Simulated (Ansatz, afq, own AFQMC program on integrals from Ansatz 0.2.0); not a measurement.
Breaking Si3–O2 in C3H11NOSi, singlet

| atom | x (Å) | y (Å) | z (Å) |
| --- | --- | --- | --- |
| C | 0.4783 | 2.1448 | 1.3793 |
| O | -0.2266 | 1.0026 | 1.7684 |
| Si | 0.0958 | -0.5387 | 1.2138 |
| N | -0.1814 | -0.8255 | -0.4665 |
| C | 0.8489 | -0.7440 | -1.4704 |
| C | -1.5144 | -0.9819 | -0.9940 |
| H | 0.1460 | 2.9980 | 1.9914 |
| H | 1.5705 | 2.0334 | 1.5225 |
| H | 0.3018 | 2.4023 | 0.3182 |
| H | 1.5437 | -0.8373 | 1.4446 |
| H | -0.8338 | -1.3815 | 2.0096 |
| H | 0.7257 | 0.1339 | -2.1360 |
| H | 1.8426 | -0.6716 | -1.0034 |
| H | 0.8515 | -1.6427 | -2.1169 |
| H | -1.8326 | -0.1167 | -1.6088 |
| H | -1.5896 | -1.8826 | -1.6330 |
| H | -2.2457 | -1.0931 | -0.1788 |

Products: C₂H₈NSi (doublet; SiH2–N(–CH3)–CH3) and CH$_{3}$O (doublet; CH3–O), each relaxed with PBE0/def2-SVP like the molecule; electronic energies without zero-point terms. Determinants: RHF, UHF and UHF in that order.

Basis def2-SVP. Only valence electrons are correlated. Ansatz 0.2.0 and our own AFQMC program on the same integrals; the CISD trial comes from CCSD amplitudes, and released means the phaseless constraint is let go. Error bars are statistical, one sigma. The errors of all members are added in quadrature.

No full CI on the walks' own integrals is used here. The released AFQMC energy serves as the reference, which it does only where one determinant dominates, the energy is flat over the last release times and near the phaseless one (40 meV or 2 meV an electron, half that with transition metals). On small molecules, where full CI could be run and the noise was under 10 meV, such values lay within 10 meV of it in 19 cases of 20, a flattering rate, since the rule was set on those same cases; what remains of the bias isn't in the error bar. Each member takes its own surest rung, up to full CI.

The best estimate is CCSD(T) at the basis-set limit (CBS: def2-TZVPP and def2-QZVPP, with their diffuse functions for anions and beside diffuse sets, MP2 extrapolated, CCSD(T) minus MP2 from TZVPP) plus the step from CCSD(T) to AFQMC with the constraint released in def2-SVP. Rows without CBS are in def2-SVP, the functionals in def2-TZVP; B2PLYP and the wave-function rows carry a basis error of their own. Core correlation and relativity beyond core potentials are missing, and ± holds the sampling alone.

Cautions: C₃H₁₁NOSi (singlet): the ph-AFQMC/CISD walk drifts between its halves (2.9 errors), the released value is read at 0.63 1/Eh with a noise of 26 meV, more than in the cases checked, later times being too noisy (meV from the phaseless value at times in 1/Eh: 15 ± 22 at 0.21, 19 ± 31 at 0.42, 3 ± 26 at 0.63, -5 ± 51 at 0.90); C₂H₈NSi (doublet): the released value is read at 0.90 1/Eh with a noise of 15 meV, more than in the cases checked (meV from the phaseless value at times in 1/Eh: -5 ± 9 at 0.21, -15 ± 7 at 0.42, -16 ± 9 at 0.63, -21 ± 15 at 0.90).

```
level  bond energy (eV)
 CCSD             4.795
   HF             3.792
 PBE0             4.746
```

**Question.** From these cheaper values, estimate the bond energy at the level of the best estimate.

**Answer.** 5.240 ± 0.030 eV (best estimate, highest rung released AFQMC).

```
         level  bond energy (eV)  error against the best estimate (eV)
           MP2             5.198                        -0.042 ± 0.030
       CCSD(T)             4.839                        -0.400 ± 0.030
 ph-AFQMC/CISD     4.854 ± 0.024                        -0.386 ± 0.038
released AFQMC     4.826 ± 0.030                                -0.414
        HF/CBS             3.876                        -1.364 ± 0.030
       MP2/CBS             5.664                         0.424 ± 0.030
   CCSD(T)/CBS             5.251                         0.011 ± 0.030
           PBE             4.654                        -0.586 ± 0.030
        r2SCAN             4.720                        -0.520 ± 0.030
         B3LYP             4.697                        -0.543 ± 0.030
       wB97M-V             5.134                        -0.106 ± 0.030
        B2PLYP             4.974                        -0.266 ± 0.030
```

Correlation beyond CCSD(T) changes it by less than twice the noise. Going to the basis-set limit adds 0.412 eV at CCSD(T). The perturbative (T) step is worth +0.044 eV. The functionals spread over 0.480 eV; wB97M-V comes nearest and PBE is 0.586 eV too low.

Best estimates are given only where the step beyond CCSD(T) is under 0.3 eV and no member's determinant is very poor (T1 over 0.05, or 0.07 for open shells, ⟨S²⟩ too high by 0.3, two states mixed), so the hardest cases are missing from such tables.

The functionals ran in a triple-zeta set and keep a basis error of their own, a few kJ/mol for each bond in atomization energies and more for double hybrids, so close places among them and the extrapolated levels can swap.

Each member of a difference takes its own highest rung, so a best estimate needn't equal the limit plus the step of one row. Released energies are given only where the last usable release times agree within the noise; a slower fall can still hide under it.
